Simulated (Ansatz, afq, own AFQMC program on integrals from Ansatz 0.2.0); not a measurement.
Two steps: Ansatz 0.2.0 writes the Fock matrix and Cholesky factors of the valence space, and afq projects on them the lowest state that overlaps trial and start.

```yaml
crystal:
  periodic: [false, false, false]
  atoms:
    - {symbol: C, position_ang: [-0.405422, 1.098514, -0.836372]}
    - {symbol: N, position_ang: [-0.426057, 0.303440, 0.345766]}
    - {symbol: C, position_ang: [0.736756, 0.487731, 1.148090]}
    - {symbol: H, position_ang: [0.506755, 0.920667, -1.444099]}
    - {symbol: H, position_ang: [-0.395404, 2.181707, -0.590659]}
    - {symbol: H, position_ang: [-1.287144, 0.900001, -1.463781]}
    - {symbol: H, position_ang: [0.839087, 1.543469, 1.477660]}
    - {symbol: H, position_ang: [1.666898, 0.258007, 0.586612]}
    - {symbol: H, position_ang: [0.706032, -0.149537, 2.044383]}
basis:
  gaussian: {orbitals: def2-TZVP}
magnetization: {spin_polarized: true, initial_magnetization: 1}
correlation: {method: ccsd_t, electrons: outside_noble_gas, hamiltonian_folder: ham}
```

```sh
$ ansatz run in.yaml --threads 1 --pin off --events-out ev --progress --plain --max-ram 24576MiB --backend cuda --devices 0, --max-vram 18GiB
```

afq runs on the folder ham with

```
--method phaseless --trial hf --walkers 700 --populations 10 --least-time 40 --time-step 0.005 --steps-per-block 20 --equilibration-blocks 112 --max-blocks 4000 --target-error 0.00078 --factor-cut 1e-05 --start spin_pure --seed 4522 --taylor-order 6
```

Times are imaginary, in 1/Eh. The walk had a cap of 145 s. With eight or more populations the least sampling time is a fifth of least-time, and the error comes from their spread.

Log:

```
orbitals 126  electrons 10 9  factors 893 of 893
reference energy -133.67843403 Eh
CCSD correlation -0.55448041 Eh in 13 cycles, weight of the determinant in the CISD state 0.8342
energy of the start -133.678832 Eh
 block  time / (1/Eh)  mean weight  energy / Eh
     1     0.100  1.0032  -133.849674
     2     0.200  1.0041  -133.955107
     3     0.300  1.0052  -134.026371
     4     0.400  1.0037  -134.081650
     5     0.500  1.0038  -134.127194
    10     1.000  1.0017  -134.220038
    79     7.900  1.0001  -134.290930
   131    13.100  0.9998  -134.260231
   261    26.100  0.9993  -134.247544
   287    28.700  1.0012  -134.238612
   391    39.100  1.0010  -134.283988
   521    52.100  1.0003  -134.250720
   651    65.100  1.0004  -134.262876
   781    78.100  0.9991  -134.256439
   911    91.100  0.9991  -134.243306
  1041   104.100  1.0003  -134.247882
error from the spread of 10 populations
energy -134.256421 +/- 0.000749 Eh
(rows thinned)
```

The run passed its tests (sampling time, drift between the halves within three errors, error under three times the target), which doesn't prove that it has relaxed.

Against this walk (error 20.4 meV) on the same determinant: CCSD(T) 97.6 meV higher, a separate phaseless walk with a CISD trial and standard settings 60.8 ± 20.9 meV higher. The error is statistical and leaves out the bias of the constraint. None of these is a sure reference here.

Cautions: constraint bias not in the error.

The walk took 110 s on 1 × NVIDIA H100 80GB HBM3 with 2 threads of AMD EPYC 7R13 Processor (Zen 3), on a shared host (the card was shared). The log's last line is the phaseless energy.
